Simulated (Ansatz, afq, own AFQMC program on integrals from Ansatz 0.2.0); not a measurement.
## Ga, doublet in aug-cc-pVDZ, levels against full CI

A free Ga atom.

Basis aug-cc-pVDZ. Noble-gas cores (and the filled d shells of Ga–Kr and In–Xe) are frozen. AFQMC by an in-house program on the Cholesky factors that Ansatz 0.2.0 writes for its CCSD(T) run. ph-AFQMC/CISD is guided by a CISD state made of CCSD amplitudes; releasing the constraint for a short imaginary time cuts its bias at the price of noise, slowly where states lie close. Free AFQMC starts from the CCSD state and is never constrained. Its projection time is finite, and what remains of the start isn't in its error. ± is one standard error of the sampling. No spin–orbit coupling.

Determinant: UHF, the one that the program's search chose, which needn't be the lowest solution.

Full CI on the same integrals is exact in this basis and with this determinant's frozen core.

Cautions: no relativity below Rb; no spin-orbit coupling; inner d shell frozen.

```
T1 diagnostic                               : 0.0130
weight of the determinant in the CISD state : 0.942
⟨S²⟩ of the determinant                     : 0.763
size of the correlated space                : 3 electrons in 22 orbitals
```

Reference: full CI, correlation energy -1.224 eV. The released energy is read at 2.40 1/Eh (meV from the phaseless value at times in 1/Eh: -0.5 ± 0.3 at 0.24, -1.1 ± 0.4 at 0.51, -1.5 ± 0.3 at 0.99, -2.28 ± 0.21 at 1.62, -2.42 ± 0.17 at 2.40).

```
         level  E − E(reference) (mEh)  share of correlation (%)
            HF                   44.98                      0.00
           MP2                   15.62                     65.27
          CCSD                    0.85                     98.10
       CCSD(T)                    0.27                     99.39
   ph-AFQMC/HF             1.33 ± 0.54                     97.05
 ph-AFQMC/CISD             0.09 ± 0.01                     99.80
released AFQMC            0.00 ± 0.006                    100.00
    free AFQMC            0.01 ± 0.009                     99.98
```

Free projections are given only where their last times agree within the noise and don't stop above the reference; a slow remainder of the start can still hide under it. A walk keeps the symmetry of its determinant, which the program's search chose and which needn't be the lowest solution, so a lower state of the same spin and another symmetry isn't excluded. Released energies are given only where the last usable release times agree within the noise; a slower fall can still hide under it.
